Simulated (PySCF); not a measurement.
## CO: energy against distance

Set-up: PySCF, spin-free X2C with a Gaussian nucleus, basis sets C jorge-DZP-DKH, O jorge-DZP-DKH. Energies in eV from C + O in their ground configurations at the same level. State: ¹Σ⁺ (singlet), closed shell.

Curves on a restricted Hartree–Fock reference rise too fast on stretching and do not dissociate correctly.

All columns are RHF. A positive dipole means C(−)O(+).

```
R (Å)  E (eV)  μ (D)  Mulliken charge on C (basis-dependent)  HOMO (eV)  LUMO (eV)  Mayer bond order  ⟨S²⟩
0.980  -5.421   0.46                                   -0.02     -14.37       5.42              2.62  0.00
1.026  -6.527   0.24                                    0.02     -14.57       4.94              2.58  0.00
1.072  -7.084   0.01                                    0.06     -14.77       4.45              2.53  0.00
1.106  -7.226  -0.16                                    0.10     -14.90       4.08              2.50  0.00
1.140  -7.184  -0.34                                    0.13     -15.03       3.73              2.46  0.00
1.174  -6.996  -0.53                                    0.17     -15.13       3.37              2.43  0.00
1.220  -6.572  -0.77                                    0.21     -15.24       2.92              2.39  0.00
1.277  -5.842  -1.09                                    0.27     -15.31       2.38              2.34  0.00
1.345  -4.785  -1.46                                    0.32     -15.18       1.77              2.28  0.00
1.436  -3.232  -1.95                                    0.39     -14.46       1.05              2.21  0.00
```

A fit through these points gives, at Re = 1.114 Å, μ = -0.20 D and dμ/dR = -5.24 D/Å; the reduced mass is 6.856 u.

Problem. How strong is the fundamental in the double-harmonic approximation, I = 42.26·(dμ/dR)²/μred km/mol?

Solution. I = 42.26·(-5.24)²/6.856 = 169 km/mol at RHF.

Where the molecule has an RHF reference, its open-shell atoms are computed with UHF. Hartree–Fock leaves out correlation, which carries a large part of most bond energies and some tenths to 1 eV of ionisation energies.
